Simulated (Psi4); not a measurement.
# BH3O (BH2(OH)) at PBE/def2-TZVP (sweep point 6)

What is the vertical electron affinity of BH3O (BH2(OH)) at PBE/def2-TZVP (sweep point 6)? 

Program for the calculation: Psi4 1.11.

4 further runs of the same task are left out: 4 set aside as unsound or not needed.

### Step 1. The structure to begin with

The species is BH3O (5 atoms), meant as a singlet with charge 0. As SMILES, `[H]B([H])O`. The coordinates come from a GFN2-xTB relaxation.

Bond lengths: B1–O4 1.325 Å, B1–H2 1.172 Å, B1–H3 1.182 Å, O4–H5 0.958 Å. Angles: B1–O4–H5 117.9°, H2–B1–O4 115.8°, H3–B1–O4 122.8°, H2–B1–H3 121.4°.

### Step 2. The energy at PBE/def2-TZVP (sweep point 6)

Contents of bh3o.in:

```
memory 1600 MB

molecule molecule1 {
  B      0.270970     0.302480    -0.108500
  H      1.403550     0.390040    -0.395610
  H     -0.432910     1.251360    -0.080700
  O     -0.159420    -0.918700     0.174490
  H     -1.082200    -1.025180     0.410320
  units angstrom
  symmetry c1
}

set basis def2-TZVP
set puream true
set scf_type pk
set dft_radial_points 99
set dft_spherical_points 590

energy_value, wavefunction = energy('pbe', return_wfn=True)
```

On the command line:

```bash
psi4 bh3o.in bh3o.out -n 1
```

bh3o.out:

```text
[...]
  Running in c1 symmetry.
[...]
  Nuclear repulsion =   30.808510932835333
[...]
  Multiplicity = 1
[...]
  Nalpha       = 8
  Nbeta        = 8
[...]
    Number of basis functions: 80
[...]
   @RKS iter   1:  -101.57770546288772   -2.81794e-01   9.52743e-03 ADIIS/DIIS
[...]
   @RKS iter   8:  -101.81539910142604   -1.68216e-08   4.89639e-07 DIIS
[...]
    Orbital Energies [Eh]
    ---------------------
    Doubly Occupied:
       1A    -18.783482     2A     -6.511746     3A     -0.960185
       4A     -0.534867     5A     -0.407417     6A     -0.358662
       7A     -0.337749     8A     -0.266031
[...]
  @RKS Final Energy:  -101.81539910142604
   => Energetics <=
    Nuclear Repulsion Energy =             30.8085109328353326
    One-Electron Energy =                -199.1599827894413011
    Two-Electron Energy =                  80.2003586124148313
    DFT Exchange-Correlation Energy =     -13.6642858572348995
    Empirical Dispersion Energy =           0.0000000000000000
    VV10 Nonlocal Energy =                  0.0000000000000000
    Total Energy =                       -101.8153991014260384
[...]
 Multipole Moments:
 ------------------------------------------------------------------------------------
     Multipole            Electronic (a.u.)      Nuclear  (a.u.)        Total (a.u.)
 ------------------------------------------------------------------------------------
 L = 1.  Multiply by 2.5417464519 to convert [e a0] to [Debye]
 Dipole X            :         -0.2572464           -0.3836744           -0.6409209
 Dipole Y            :         -1.0319195            0.9515604           -0.0803592
 Dipole Z            :          0.2182555           -0.0525035            0.1657520
 Magnitude           :                                                    0.6668665
[...]
```

Run time: 5.7 s. Hardware: 1 thread of Intel Xeon 6975P-C (Granite Rapids), shared host; peak memory 0.91 GiB.

### Step 3. The doublet anion

Contents of bh3o.in:

```
memory 1600 MB

molecule system {
  -1 2
  B      0.270970     0.302480    -0.108500
  H      1.403550     0.390040    -0.395610
  H     -0.432910     1.251360    -0.080700
  O     -0.159420    -0.918700     0.174490
  H     -1.082200    -1.025180     0.410320
  symmetry c1
}

set globals {
  basis def2-TZVP
  reference uks
  puream true
  scf_type pk
  dft_radial_points 99
  dft_spherical_points 590
  maxiter 150
}

energy("pbe")
```

On the command line:

```bash
psi4 -n 1 bh3o.in bh3o.out
```

bh3o.out:

```text
[...]
  Running in c1 symmetry.
[...]
  Nuclear repulsion =   30.808510932835333
[...]
  Multiplicity = 2
[...]
  Nalpha       = 9
  Nbeta        = 8
[...]
    Number of basis functions: 80
[...]
   @UKS iter   1:  -101.25489283745482    4.10187e-02   1.22750e-02 ADIIS/DIIS
[...]
   @UKS iter  10:  -101.75607619748297   -2.87992e-08   5.31984e-07 DIIS
[...]
   @S^2 Observed:                7.520894779E-01
[...]
    Orbital Energies [Eh]
    ---------------------
    Alpha Occupied:
       1A    -18.523061     2A     -6.234781     3A     -0.711402
       4A     -0.289121     5A     -0.160853     6A     -0.112208
       7A     -0.092508     8A     -0.021857     9A      0.162210
    Alpha Virtual:
      10A      0.183099    11A      0.231941    12A      0.254939
      13A      0.284808    14A      0.315657    15A      0.328877
      16A      0.390858    17A      0.515027    18A      0.547064
      19A      0.563014    20A      0.623692    21A      0.647316
      22A      0.649876    23A      0.662614    24A      0.719877
      25A      0.746634    26A      0.859588    27A      0.893111
[...]
  @UKS Final Energy:  -101.75607619748297
   => Energetics <=
    Nuclear Repulsion Energy =             30.8085109328353326
    One-Electron Energy =                -203.1428178696013163
    Two-Electron Energy =                  84.4520059445589766
    DFT Exchange-Correlation Energy =     -13.8737752052759653
    Empirical Dispersion Energy =           0.0000000000000000
    VV10 Nonlocal Energy =                  0.0000000000000000
    Total Energy =                       -101.7560761974829688
[...]
 Multipole Moments:
 ------------------------------------------------------------------------------------
     Multipole            Electronic (a.u.)      Nuclear  (a.u.)        Total (a.u.)
 ------------------------------------------------------------------------------------
 L = 1.  Multiply by 2.5417464519 to convert [e a0] to [Debye]
 Dipole X            :         -0.6936856           -0.3836744           -1.0773601
 Dipole Y            :         -2.3320464            0.9515604           -1.3804860
 Dipole Z            :          0.5086602           -0.0525035            0.4561567
 Magnitude           :                                                    1.8095649
[...]
```

Run time: 9.3 s. Hardware: 1 thread of Intel Xeon 6975P-C (Granite Rapids), shared host; peak memory 0.91 GiB.

### Step 4. Summary of results

Level: PBE/def2-TZVP (sweep point 6).

```
                                         quantity          value
                       singlet BH3O: total energy  -101.81540 Eh
                      singlet BH3O: dipole moment         1.70 D
                        singlet BH3O: HOMO energy       -7.24 eV
                        singlet BH3O: LUMO energy       -1.30 eV
                      singlet BH3O: HOMO–LUMO gap        5.94 eV
                      doublet anion: total energy  -101.75608 Eh
doublet anion: HOMO energy (highest over α and β)        4.41 eV
 doublet anion: LUMO energy (lowest over α and β)        4.98 eV
                              doublet anion: ⟨S²⟩          0.752
vertical electron affinity (to the doublet anion)      -1.614 eV
```

**Reading.** The anion lies 1.61 eV (156 kJ/mol) above the neutral: the electron isn't bound at this level, and such a value depends on the basis. Without diffuse functions anions come out too high. The HOMO (doublet anion) lies at positive energy, 4.41 eV, as semi-local functionals often give for anions; only total energies tell whether the electron is bound.
